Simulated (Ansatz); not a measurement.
## Worked example: GaHS₂⁺, doublet against GaHS₂, singlet

Geometry (PBE0/def2-TZVP stationary point of a singlet), kept for both states (GaHS2, singlet: A1; GaHS2⁺, doublet: A2):

| atom | x (Å) | y (Å) | z (Å) |
| --- | --- | --- | --- |
| Ga | 0.0000 | 0.0000 | 0.8758 |
| S | 0.0000 | -1.1037 | -0.9900 |
| S | 0.0000 | 1.1037 | -0.9900 |
| H | 0.0000 | 0.0000 | 2.4056 |

Basis cc-pVDZ; Ansatz 0.2.0. Correlated methods freeze the noble-gas cores and the filled d shells of p-block atoms. R marks a restricted (for open shells ROHF) determinant, U an unrestricted one. No spin–orbit coupling is included, and no scalar relativity.

Full CI isn't at hand for all of this; UCCSDT(Q) serves as the reference, and is uncertain by the last step of the cluster series or more.

```
    level  E(GaHS2, singlet) (hartree)  E(GaHS2⁺, doublet) (hartree)
      UHF                 -2718.882382                  -2718.599182
     UMP2                 -2719.195634                  -2718.901005
 UCCSD(T)                 -2719.239500                  -2718.946204
      PBE                 -2721.200872                  -2720.901077
  wB97M-V                 -2721.689039                  -2721.380962
UCCSDT(Q)                 -2719.241784                  -2718.948907
```

Give the vertical gap, GaHS2⁺ doublet less GaHS2 singlet, at each level in eV (1 hartree = 27.2114 eV), and each error against UCCSDT(Q).

UCCSDT(Q): (-2718.948907 − (-2719.241784)) × 27.2114 = 7.970 eV (the reference)
wB97M-V: (-2721.380962 − (-2721.689039)) × 27.2114 = 8.383 eV, error 0.413 eV
PBE: (-2720.901077 − (-2721.200872)) × 27.2114 = 8.158 eV, error 0.188 eV
UCCSD(T): (-2718.946204 − (-2719.239500)) × 27.2114 = 7.981 eV, error 0.011 eV
UMP2: (-2718.901005 − (-2719.195634)) × 27.2114 = 8.017 eV, error 0.047 eV
UHF: (-2718.599182 − (-2718.882382)) × 27.2114 = 7.706 eV, error -0.264 eV

Total energies of functionals can't be set beside those of wave-function methods, since they hold the core's correlation and their own absolute errors; only the differences compare.

In so small a basis the reference is far from its limit while semilocal and hybrid functionals are nearer theirs, so the functionals' errors here hold much of the reference's basis and frozen-core error, which can add to them or hide them.

Each level lands on the state that its own search finds. T1 diagnostics of restricted CCSD: 0.016 and 0.018.
